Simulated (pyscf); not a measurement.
# Four-centre exchange: `[BH]` [singlet] + `[OH2]` -> `[B][OH]` [singlet] + `[H][H]`

Gas phase, singlet surface, charge 0. Bonds broken: B1–H2, O3–H4. Bonds formed: B1–O3, H2–H4. Structures and frequencies: ωB97X-D3(BJ)/def2-SVP in PySCF.

Transition state (Å):

```xyz
5

B      0.8076    -0.7492    -0.5623
H      0.5943     0.2951     0.2970
O      0.9311    -1.6604     0.7190
H      0.9611    -0.5592     0.9677
H      1.5953    -2.3595     0.6469
```

One imaginary mode, 1621i cm⁻¹; descent along it reached the two sides named, in the forms told below.

| bond | change | reactant side (Å) | saddle | product side |
|---|---|---|---|---|
| B1–H2 | breaks | 1.245 | 1.369 | 4.5 |
| O3–H4 | breaks | 0.974 | 1.129 | 2.8 |
| B1–O3 | forms | 1.635 | 1.577 | 1.300 |
| H2–H4 | forms | 2.447 | 1.146 | 0.760 |

Electronic energies relative to the separated reactants (eV):

| level | barrier | reaction energy | reverse barrier |
|---|---|---|---|
| ωB97X-D3(BJ)/def2-TZVP | 0.38 | -2.63 | 3.01 |
| PBE/def2-TZVP | -0.05 | -2.75 | 2.70 |
| r²SCAN/def2-TZVP | 0.03 | -2.82 | 2.86 |
| B3LYP-D3(BJ)/def2-TZVP | 0.34 | -2.70 | 3.04 |
| PBE0-D3(BJ)/def2-TZVP | 0.14 | -2.67 | 2.81 |
| M06-2X/def2-TZVP | 0.34 | -2.72 | 3.06 |
| ωB97M-D3(BJ)/def2-TZVP | 0.35 | -2.68 | 3.04 |
| HF/def2-TZVP | 1.30 | -2.40 | 3.70 |

With ωB97M-D3(BJ)/def2-TZVP energies and thermal terms (ideal gas, 1 atm, RRHO with modes under 100 cm⁻¹ raised to 100, one conformer, R ln 2 for chiral ones without a mode under 150 cm⁻¹), in eV:

```
T (K)   ΔH‡   ΔG‡     ΔH     ΔG
-----  ----  ----  -----  -----
298    0.32  0.70  -2.78  -2.75
600    0.29  1.09  -2.76  -2.72
900    0.30  1.49  -2.74  -2.71
1200   0.32  1.88  -2.72  -2.70
```

On the reactant side the descent ends in an adduct with a B–O contact, 0.55 eV under the separated species and 0.93 eV under the saddle at ωB97X-D3(BJ)/def2-TZVP. At PBE the saddle lies under the separated reactants, which points to a path from their complex (located at ωB97X-D3(BJ) alone). What is counted as formed (B–O) is already present as a longer contact in the reactant adduct; forming that adduct is a step of its own. B–OH [singlet] lies 1.93 eV over its isomer HB=O (electronic energy, ωB97M-D3(BJ)/def2-TZVP). This is the saddle that the search found; another between the same sides may lie lower.
